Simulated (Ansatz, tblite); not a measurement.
Cost and result up the ladder for the cluster Li2O (the lowest singlet isomer of a short search) (3 atoms). The state is a singlet with charge 0. Geometry: r2SCAN-D4/def2-TZVP.

Cartesian coordinates in Å:
```
Li 0.1258 0.9357 -1.3118
Li -0.1255 -0.9337 1.3132
O -0.0003 -0.0020 -0.0014
```

Ansatz on 4 threads of Arm Neoverse V2 on a shared host; xTB runs through tblite on one thread. Times are rough, summed over both states, and most runs start from the orbitals of an earlier one. B2PLYP/def2-TZVP serves as the yardstick here, not as an exact answer. Differences are given only for rows in sets of like size (and for xTB, whose basis is part of the method), since another set adds its own error. The other state is a triplet at its own geometry, which has other bonds, so the gap mixes isomer and spin.

The xTB rows come from tblite. B3LYP takes the VWN-RPA correlation. Correlated methods freeze 1 core orbital; core or outer-core shells of Li are correlated, in sets that lack core-valence functions. The structure comes from a short search, and lower isomers may exist.

Correlated methods converge slowly with the basis.

xTB has no spin-polarisation term.

```tsv
level	functions	wall time	triplet − singlet (eV)	difference from B2PLYP/def2-TZVP (eV)	remarks
GFN1-xTB	12	0.002 s	4.41	2.09	–
GFN2-xTB	12	0.002 s	4.10	1.77	–
MP2/def2-TZVP	59	0.25 s	2.55	0.22	–
PBE-D4/def2-TZVP	59	0.55 s	2.30	-0.02	–
B3LYP-D4/6-31G	27	0.55 s	2.07	–	–
B2PLYP/def2-TZVP	59	0.75 s	2.33	0.00	–
RPA@PBE/def2-TZVP	59	0.8 s	1.75	-0.57	–
B3LYP-D4/def2-TZVP	59	0.85 s	2.20	-0.13	–
CAM-B3LYP-D4/def2-TZVP	59	0.9 s	2.25	-0.08	–
PBE0-D4/def2-TZVP	59	1 s	1.99	-0.34	–
CCSD(T)/def2-TZVPP	69	1 s	2.17	-0.16	large T1 (0.021) (singlet)
r2SCAN-D4/def2-TZVP	59	1.6 s	2.07	-0.25	–
r2SCANh-D4/def2-TZVP	59	1.6 s	1.99	-0.34	–
r2SCAN0-D4/def2-TZVP (with forces)	59	1.8 s	1.86	-0.47	–
```
